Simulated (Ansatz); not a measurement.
## How methods differ on SiH2OF (SMILES O[SiH]F)

The species is SiH2OF (5 atoms), meant as a doublet with charge 0. As SMILES, `O[SiH]F`. Geometry: optimised at B3LYP/def2-SVP. This is one conformer, not always the lowest.

```xyz
5

O    -0.6230   -0.9017   -0.2750
Si    0.2935    0.2441    0.5038
F     0.2015    1.6703   -0.2904
H    -1.5760   -0.7647   -0.3460
H     1.7040   -0.2480    0.4076
```

Each level gives the adiabatic ionisation energy (to the singlet cation, shapes relaxed at B3LYP/def2-SVP, no zero-point term) (eV). The values are calculated.

| level | kind | program | value (eV) | less CCSD(T)/def2-TZVPP | CPU time (all runs) |
| --- | --- | --- | --- | --- | --- |
| USVWN5/def2-TZVPP | LDA | Ansatz | 7.50 | +0.07 | 2 s |
| UBLYP/def2-TZVPP | GGA | Ansatz | 7.44 | +0.01 | 3.9 s |
| UB3LYP/def2-TZVPP | global hybrid | Ansatz | 7.61 | +0.18 | 5.1 s |
| UPBE0-D4/def2-TZVPP | global hybrid | Ansatz | 7.62 | +0.19 | 4.8 s |
| U-wB97M-V/def2-TZVPP | range-separated hybrid | Ansatz | 7.36 | -0.07 | 17 s |
| UB2PLYP/def2-TZVPP | double hybrid | Ansatz | 7.46 | +0.03 | 7.5 s |
| RPA@PBE/def2-TZVPP | RPA | Ansatz | 7.77 | +0.34 | 7.5 s |
| UCCSD(T)/def2-TZVPP | coupled cluster or CI | Ansatz | 7.43 | 0.00 | 64 s |

Differences are taken from UCCSD(T)/def2-TZVPP for orientation; it has basis-set and higher-order errors of its own. The values span 7.36 to 7.77 eV. CPU times are rough (shared hosts, several kinds of processor and program).
